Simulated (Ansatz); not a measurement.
Fluorite CeO2, treated with r²SCAN+SOC in Ansatz (plane waves, PAW).

Run with plane-wave cutoff 560 eV, 12×12×12 k mesh, Fermi–Dirac smearing 0.01 eV, PAW data made under PBE.

Response to compression and expansion:

```
V (Å³/atom)  P (GPa)  direct gap at Γ (eV)  smallest gap on the k mesh (eV)
-----------  -------  --------------------  -------------------------------
12.586         13.59                 3.448                            2.352
12.854          8.57                 3.310                            2.278
13.121          4.05                 3.179                            2.205
13.389          0.00                 3.054                            2.133
13.657         -3.63                 2.935                            2.064
13.925         -6.90                 2.822                            1.996
14.193         -9.83                 2.715                            1.931
```

The fundamental gap (2.13 eV at the equilibrium volume, with added k points) lies elsewhere than Γ–Γ.

Measured, for comparison: band gap 3 eV (temperature not stated, no zero-point or thermal correction, O 2p to Ce 4f, our sources range from 3.00 to 3.20; as tabulated in Tran et al. (2019), arXiv:1908.01820).

Ansatz is a quantum-chemistry and plane-wave program.
